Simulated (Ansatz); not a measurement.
```yaml
crystal:
  periodic: [false, false, false]
  atoms:
    - {symbol: C, position_ang: [-0.922675, 1.265755, 0.867149]}
    - {symbol: C, position_ang: [0.096176, 0.556581, 0.015713]}
    - {symbol: O, position_ang: [-0.162145, -0.839871, 0.077368]}
    - {symbol: C, position_ang: [0.623586, -1.592086, -0.741155]}
    - {symbol: F, position_ang: [1.930554, -1.637198, -0.286187]}
    - {symbol: H, position_ang: [-0.854758, 0.931869, 1.904044]}
    - {symbol: H, position_ang: [-1.934172, 1.068152, 0.507426]}
    - {symbol: H, position_ang: [-0.749404, 2.343558, 0.840566]}
    - {symbol: H, position_ang: [1.112121, 0.758179, 0.371061]}
    - {symbol: H, position_ang: [0.033833, 0.886522, -1.031085]}
    - {symbol: H, position_ang: [0.668974, -1.184767, -1.761010]}
    - {symbol: H, position_ang: [0.234913, -2.611896, -0.729887]}
basis:
  gaussian: {orbitals: ANO-RCC-VTZP}
hamiltonian: {xc: {name: HF}}
correlation: {method: mp2, frozen_orbitals: {C: 0}}
output: {forces: true}
```

```sh
$ ansatz run in.yaml --threads 4 --pin off --events-out ev --progress --plain --max-ram 10444MiB
```

Shortened log:

```
Functional definition: HF
Error: "frozen_orbitals" has no count for O
```

(1) Something in this input is off. What?

Answers

(1) Frozen orbitals are typed for one element alone, and the program wants a count for each. The program refused the input.
